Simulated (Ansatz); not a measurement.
Input file:

```yaml
crystal:
  periodic: [false, false, false]
  atoms:
    - {symbol: Si, position_ang: [0.000000, 0.018056, 1.651607]}
    - {symbol: Ge, position_ang: [0.000000, -0.028376, -0.700224]}
    - {symbol: H, position_ang: [0.000000, 1.185718, 2.580640]}
    - {symbol: H, position_ang: [0.000000, -1.209392, 2.499223]}
    - {symbol: H, position_ang: [0.000000, 1.565561, -0.637062]}
basis:
  gaussian: {orbitals: STO-3G}
magnetization: {spin_polarized: true, initial_magnetization: 3}
hamiltonian: {pseudopotentials: {relativity: scalar}}
correlation: {method: bccd_t, electrons: valence}
scf: {omitted_lower_state_checks: [cluster_reference]}
output: {forces: true}
```

```sh
$ ansatz run in.yaml --threads 1 --pin off --events-out ev --progress --plain --max-ram 2393MiB
```

Log:

```
these checks for a lower state are left out or cut short: cluster_reference
310 factors; integrals over basis functions are off by at most 2.3e-5 eV
mean field evaluation 1: about -64114.2690 eV, gradient 5.8e0 eV
mean field evaluation 2: about -64114.2812 eV, gradient 5.8e0 eV
mean field evaluation 4: about -64115.0649 eV, gradient 1.2e0 eV
mean field evaluation 8: about -64115.1271 eV, gradient 3.7e-4 eV
mean field -64115.12675342 eV, -2356.1874493943 hartree, gradient 8.4e-6 eV, S^2 3.772249; 0 other end points of the search recorded, 0 dependent functions left out
14 core orbitals not correlated: weight in the atoms' cores, before any rotation towards them, 0.999 or more for the frozen orbitals, at most 0.000 for the correlated occupied ones
reference -64115.12675342 eV, -2356.1874493943 hartree; 12, 9 occupied and 4, 7 virtual orbitals, 310 factors
second order -1.31611579 eV of doubles, -0.00000000 eV of singles
cycle   1  -1.77437980 eV  change   -4.6e-1 eV  update   6.5e-2
cycle   2  -2.07370855 eV  change   -3.0e-1 eV  update   3.1e-2
cycle   3  -2.09393341 eV  change   -2.0e-2 eV  update   1.1e-2
cycle   4  -2.10162717 eV  change   -7.7e-3 eV  update   4.7e-3
cycle   5  -2.10477253 eV  change   -3.1e-3 eV  update   2.2e-3
cycle   6  -2.10488213 eV  change   -1.1e-4 eV  update   1.2e-3
cycle   7  -2.10473011 eV  change    1.5e-4 eV  update   8.0e-4
cycle   8  -2.10504918 eV  change   -3.2e-4 eV  update   3.9e-4
cycle   9  -2.10508226 eV  change   -3.3e-5 eV  update   2.1e-4
cycle  10  -2.10491878 eV  change    1.6e-4 eV  update   9.6e-5
cycle  11  -2.10488837 eV  change    3.0e-5 eV  update   5.0e-5
cycle  12  -2.10486924 eV  change    1.9e-5 eV  update   2.6e-5
cycle  13  -2.10489277 eV  change   -2.4e-5 eV  update   1.1e-5
cycle  14  -2.10490328 eV  change   -1.1e-5 eV  update   4.3e-6
cycle  15  -2.10490451 eV  change   -1.2e-6 eV  update   1.9e-6
cycle  16  -2.10490406 eV  change    4.5e-7 eV  update   1.0e-6
perturbative correction -0.01971372 eV, -0.0007244660 hartree
the calculation of the forces begins
Total energy: -64117.25137120 eV, -2356.2655276577 hartree
Relativity: scalar
Atom 0 at     0.000000     0.018056     1.651607 Å, force    -0.000000    -1.495931     2.051671 eV/Å
Atom 1 at     0.000000    -0.028376    -0.700224 Å, force     0.000000     3.080583     1.217137 eV/Å
Atom 2 at     0.000000     1.185718     2.580640 Å, force    -0.000000    -0.379599    -1.144653 eV/Å
Atom 3 at     0.000000    -1.209392     2.499223 Å, force     0.000000     0.687493    -0.719543 eV/Å
Atom 4 at     0.000000     1.565561    -0.637062 Å, force    -0.000000    -1.892545    -1.404613 eV/Å
Dipole moment:     0.000000    -0.089616    -0.275735 e Å
Checks for a lower state left out: cluster_reference
```

Forces (eV/Å):
```
Si   0.000 -1.496  2.052
Ge   0.000  3.081  1.217
H    0.000 -0.380 -1.145
H    0.000  0.687 -0.720
H    0.000 -1.893 -1.405
```

Ran on 1 thread of Arm Neoverse V1, shared host: 1.3 s wall, 0.09 GiB peak host memory.
